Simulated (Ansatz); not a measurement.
Geometry optimisation, UKS PBE-D4/6-31G* in Ansatz 0.2.0.

The input (input.yaml):

```yaml
crystal:
  periodic: [false, false, false]
  atoms:
    - { symbol: Si, position_ang: [0.0, 0.0, 0.0] }
    - { symbol: H, position_ang: [0.0, 0.0, 1.71] }
    - { symbol: H, position_ang: [1.3768, 0.0, -0.4862] }
    - { symbol: H, position_ang: [-0.6877, 1.1914, -0.4862] }
    - { symbol: H, position_ang: [-0.6877, -1.1914, -0.4862] }
    - { symbol: C, position_ang: [0.0, 0.0, 3.12] }
    - { symbol: H, position_ang: [-0.5653, -0.8805, 3.4905] }
    - { symbol: H, position_ang: [1.0452, -0.0494, 3.4905] }
    - { symbol: H, position_ang: [-0.4798, 0.9298, 3.4905] }
magnetization:
  spin_polarized: true
  initial_magnetization: 1
basis:
  gaussian: { orbitals: "6-31G*" }
hamiltonian:
  xc: pbe
  dispersion: d4
relax:
  f_tol: 0.15
  max_steps: 25
  restrain:
    - { distance: [1, 5], at: 2.31, k: 30.0 }
    - { distance: [0, 1], at: 1.46, k: 30.0 }
```

Command:

```bash
$ ansatz run input.yaml --threads 1 --pin off --max-ram 2048MiB --backend cpu --events-out ev --progress --plain --runs-dir out
```

Where does it end, and by what steps?

The forces met the threshold. The restraints hold the end off the free minimum. After 4 steps the energy has risen by 0.042 eV (the restraints' own energy left out); C6 moved furthest, 0.52 Å.

```json
{"step": "0", "energy less start (eV)": "0.0000", "largest force component (eV/Å)": "1.873", "accepted": "yes"}
{"step": "1", "energy less start (eV)": "0.1530", "largest force component (eV/Å)": "0.685", "accepted": "yes"}
{"step": "2", "energy less start (eV)": "0.2071", "largest force component (eV/Å)": "1.984", "accepted": "yes"}
{"step": "3", "energy less start (eV)": "0.0811", "largest force component (eV/Å)": "0.914", "accepted": "yes"}
{"step": "4", "energy less start (eV)": "0.0419", "largest force component (eV/Å)": "0.549", "accepted": "yes"}
```

```xyz
9
Properties=species:S:1:pos:R:3
Si 0.000 0.000 -0.153
H 0.000 0.000 1.325
H 1.410 0.000 -0.665
H -0.705 1.221 -0.665
H -0.705 -1.221 -0.665
C 0.000 0.000 3.638
H -0.589 -0.917 3.676
H 1.088 -0.051 3.676
H -0.500 0.968 3.675
```

The run took 12 s on 1 thread of Arm Neoverse V1 (shared host), peak memory 0.12 GiB.
